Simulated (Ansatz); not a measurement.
# H4SSi: the cost of one run

All numbers are computed with Ansatz 0.2.0 through its Python package. Level of theory: MP2/def2-SVPD.

## 1. The system

Bond lengths: Si1–S2 2.110 Å, Si1–H3 1.567 Å, Si1–H4 1.441 Å, Si1–H5 1.514 Å, S2–H6 1.356 Å. Angles: Si1–S2–H6 97.9°, S2–Si1–H3 108.3°, S2–Si1–H4 111.3°, S2–Si1–H5 109.5°, H3–Si1–H4 112.5°, H3–Si1–H5 105.3°, H4–Si1–H5 109.6°.

The script holds or builds the structure itself.

## 2. The script

File h4ssi_dimer.py:

```python
import ansatz as az

BASIS_SET = "def2-SVPD"
METHOD = "MP2"

FIRST = [
    ("Si", (-0.14, -0.3243, -0.419)),
    ("S", (0.8772, 0.0171, 1.3981)),
    ("H", (-1.6631, -0.0362, -0.1929)),
    ("H", (0.1019, -1.6563, -0.9121)),
    ("H", (0.3107, 0.6886, -1.4499)),
    ("H", (0.5135, 1.3113, 1.5759)),
]
SECOND = [
    ("Si", (-3.5121, -1.6043, -2.9226)),
    ("S", (-5.3921, -0.8917, -3.5635)),
    ("H", (-3.174, -0.935, -1.5472)),
    ("H", (-2.4959, -1.3669, -3.9159)),
    ("H", (-3.6041, -3.0877, -2.6345)),
    ("H", (-6.1186, -1.2876, -2.4891)),
]

def energy(atoms, ghosts=()):
    molecule = az.Crystal.molecule()
    for symbol, xyz in atoms:
        molecule = molecule.atom(symbol, xyz)
    calc = (
        molecule.calculation()
        .basis(gaussian=BASIS_SET)
        .correlation(METHOD)
        .accuracy("high")
    )
    deck = calc.input()
    if ghosts:
        deck = deck.set(az.key.basis.gaussian.ghost_atoms, [{"symbol": s, "position_ang": list(xyz)} for s, xyz in ghosts])
    return az.Session.from_dict(deck).plan().execute().report["free_energy_ev"]

both = energy(FIRST + SECOND)
alone = energy(FIRST) + energy(SECOND)
ghosted = energy(FIRST, SECOND) + energy(SECOND, FIRST)
print(f"dimer {both:.6f} eV")
print(f"interaction, uncorrected   {96.485332 * (both - alone):8.3f} kJ/mol")
print(f"interaction, counterpoise  {96.485332 * (both - ghosted):8.3f} kJ/mol")
print(f"basis-set superposition    {96.485332 * (alone - ghosted):8.3f} kJ/mol")
```

## 3. What the engine is handed

The package turns the script's settings into the engine's input (first run):

```yaml
crystal:
  periodic: [false, false, false]
  atoms:
    - { symbol: Si, position_ang: [-0.14, -0.3243, -0.419] }
    - { symbol: S, position_ang: [0.8772, 0.0171, 1.3981] }
    - { symbol: H, position_ang: [-1.6631, -0.0362, -0.1929] }
    - { symbol: H, position_ang: [0.1019, -1.6563, -0.9121] }
    - { symbol: H, position_ang: [0.3107, 0.6886, -1.4499] }
    - { symbol: H, position_ang: [0.5135, 1.3113, 1.5759] }
    - { symbol: Si, position_ang: [-3.5121, -1.6043, -2.9226] }
    - { symbol: S, position_ang: [-5.3921, -0.8917, -3.5635] }
    - { symbol: H, position_ang: [-3.174, -0.935, -1.5472] }
    - { symbol: H, position_ang: [-2.4959, -1.3669, -3.9159] }
    - { symbol: H, position_ang: [-3.6041, -3.0877, -2.6345] }
    - { symbol: H, position_ang: [-6.1186, -1.2876, -2.4891] }
accuracy: high
basis:
  gaussian:
    orbitals: def2-SVPD
correlation:
  method: mp2
```

## 4. The run

Command:

```console
$ python h4ssi_dimer.py
```

What time and memory should one allow on 1 thread of Arm Neoverse V1, shared host?

About 47 s, with a peak of 0.8 GiB.
